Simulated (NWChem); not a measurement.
## Spin states of ethanol (C2H6O)

```xyz
9

C     -1.1961     0.1358     0.2499
C      0.0782    -0.4235    -0.3534
O      1.2217     0.3105    -0.0034
H     -2.0803    -0.4258    -0.0899
H     -1.3248     1.1921    -0.0312
H     -1.1730     0.0794     1.3515
H      0.1824    -1.4950    -0.0839
H      0.0180    -0.3878    -1.4531
H      1.3116     0.2790     0.9547
```
Charge 0, spin multiplicity 1.

Program: NWChem. The geometry was optimised at PBE0/def2-SVP, a minimum by its harmonic frequencies. It is one conformer; others weren't searched.

Basis set: def2-SVP. The gap is E(triplet) − E(singlet) at the geometry of the singlet, so a negative value puts the higher spin lower. Open shells are unrestricted, and the singlet is the closed-shell solution. The triplet is the single determinant that the SCF runs reached; it need not be the lowest triplet, which in molecules with degenerate π orbitals can need several determinants.

The correlated methods keep 3 core orbitals frozen. B3LYP has NWChem's definition, with VWN1-RPA local correlation. No SCF solution was tested for a lower state. Open-shell Hartree-Fock references start from PBE0 orbitals.

Order these methods by the vertical singlet-triplet gap they give, lowest first: BP86, B3LYP, HF, B2PLYP, MP2.

HF (158.2 kcal/mol), BP86 (161.5 kcal/mol), B3LYP (166.8 kcal/mol), B2PLYP (172.4 kcal/mol), MP2 (181.9 kcal/mol)
